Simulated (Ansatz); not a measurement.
N₂H₃, quartet: from triple and quadruple zeta to the limit

```xyz
5

N    -1.0787   -0.0184   -0.0286
H    -1.3759    0.9495   -0.0286
H    -1.3759   -0.4207    0.8517
H     0.1023   -0.0184   -0.0286
N     1.2693   -0.0184   -0.0286
```

Connectivity, by distances: NH2 ··· N, 1 bridging H.

Ansatz 0.2.0, UHF determinant, valence electrons correlated. Energies in eV.

```json
{"set": "def2-TZVPP", "X": "3", "functions": "104", "Hartree–Fock": "-3008.0701", "MP2 correlation": "-9.5091", "CCSD(T) correlation": "-10.6876", "time": "1.6 s on 1 × NVIDIA H100 80GB HBM3 with 1 thread of AMD EPYC 7R13 Processor (Zen 3) (shared host)"}
{"set": "def2-QZVPP", "X": "4", "functions": "204", "Hartree–Fock": "-3008.2079", "MP2 correlation": "-10.2114", "CCSD(T) correlation": "-11.3221", "time": "5.5 s on 1 × NVIDIA H100 80GB HBM3 with 1 thread of AMD EPYC 7R13 Processor (Zen 3), on a shared host"}
```

Hartree–Fock is taken to follow E(X) = E∞ + A·exp(−7.88·√X), correlation E(X) = E∞ + B·X^−2.97.

Cautions: lower spins were not checked.

**Question.** Work out the CCSD(T) energy at the limit, and how far the shortcut misses it that extrapolates MP2 and adds CCSD(T) minus MP2 from the smaller set.

**Answer.** Hartree–Fock: E∞ = E4 + 0.1377·(E4 − E3) = -3008.2269. Correlation: E∞ = E4 + 0.7407·(E4 − E3) = -11.7922 for CCSD(T) and -10.7316 for MP2. The limit is -3020.0190 eV, 0.489 eV below def2-QZVPP. The shortcut gives a correlation energy of -10.7316 + (-1.1785) = -11.9100, 118 meV lower than the direct value.
